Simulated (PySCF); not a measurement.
# LiB⁺ at r²SCAN

Computed with r²SCAN; Li cc-pVDZ, B cc-pVDZ; no relativity (PySCF 2.14).

```json
{"state": "²Σ⁺ (doublet), unpaired electrons σ ↑", "bond length": "2.538 Å", "harmonic wavenumber": "311 cm⁻¹", "force constant": "0.244 mdyn/Å", "rotational constant Be": "0.6105 cm⁻¹", "anharmonicity ωexe": "4.52 cm⁻¹", "vibration–rotation constant αe": "0.0137 cm⁻¹", "well depth De to Li⁺ + B": "76 kJ/mol", "dissociation energy D0": "74 kJ/mol", "bond order (Mayer)": "0.48", "dipole moment (positive dipole points towards B; it is taken about the centre of mass and depends on that origin)": "-5.23 D"}
```

For an ion De counts to the pair picked by the measured ionisation energies or electron affinities, which need not be the lowest pair at this level. The state is the lowest determinant that a PBE0 search found; another state may lie lower at other levels.
